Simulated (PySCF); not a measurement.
# C: ionisation energy

C [He] 2s2 2p2 (3P) → C⁺ [He] 2s2 2p1 (2P), as a difference of total energies. All numbers are calculated (PySCF 2.14, the non-relativistic Hamiltonian (point nucleus), in aug-cc-pVQZ). Correlated levels: valence: 1s2 frozen. The calculations carry no spin-orbit coupling.

```csv
method,ionisation energy (eV)
UHF,10.799
LDA,11.690
PBE,11.540
PBE0,11.514
r2SCAN,11.667
HSE06,11.512
wB97M-V,11.305
B2PLYP,11.349
wB97X,11.392
MP2 (valence),11.283
SCS-MP2 (valence),11.149
```

**Question.** How much does correlation contribute at MP2 (valence)?

**Answer.** 11.283 − (10.799) = 0.484 eV, measured against UHF.

Errors of the correlated levels include the incompleteness of this basis and the frozen core.

For comparison: 11.262 eV (measured; NIST levels, between the centres of gravity of the two terms).
